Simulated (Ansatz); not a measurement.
# Ge–AsH₂, doublet: reading a ladder of total energies

Geometry: that of the Ge–AsH2, quartet, kept fixed.

```xyz
4

Ge    0.0238    0.0000    1.3085
As   -0.0491    0.0000   -1.2267
H     0.9651    1.0935   -1.5596
H     0.9651   -1.0935   -1.5596
```

Basis cc-pVDZ; Ansatz 0.2.0. Only valence electrons are correlated (noble-gas cores and the filled d shells of p-block atoms frozen), which leaves 11 electrons in 36 orbitals. R marks a restricted (for open shells ROHF) determinant. No spin–orbit coupling is included, and no scalar relativity.

Full CI isn't at hand for all of this; RCCSDTQ serves as the reference, and is uncertain by about the last step of the cluster series.

Runs differ by some tens of microhartree through their thresholds and, for an open shell, their frozen cores, so steps under 0.03 kcal/mol mean nothing.

```csv
level,total energy (hartree)
RHF,-4310.634539
RMP2,-4310.805543
RCCSD,-4310.842579
RCCSD(T),-4310.849090
RCCSDT,-4310.850281
RCCSDT(Q),-4310.850691
RCCSDTQ,-4310.850729
```

Q: What is the correlation energy at RCCSDTQ, and what share of it do RMP2 and RCCSD(T) recover?

A: E(corr) = -4310.850729 − (-4310.634539) = -0.216190 hartree = -5.883 eV. RMP2: -0.171004 / -0.216190 = 79.10 %. RCCSD(T): -0.214551 / -0.216190 = 99.24 %.

Q: By how many kcal/mol does RCCSD(T) miss RCCSDTQ (1 hartree = 627.509 kcal/mol), and which steps make up the rest?

A: -4310.849090 − (-4310.850729) = 0.001639 hartree = 1.03 kcal/mol. Steps: RCCSDT − RCCSD(T) = -0.75, RCCSDT(Q) − RCCSDT = -0.26, RCCSDTQ − RCCSDT(Q) = -0.02 kcal/mol. Differences between like states or geometries often cancel part of this.
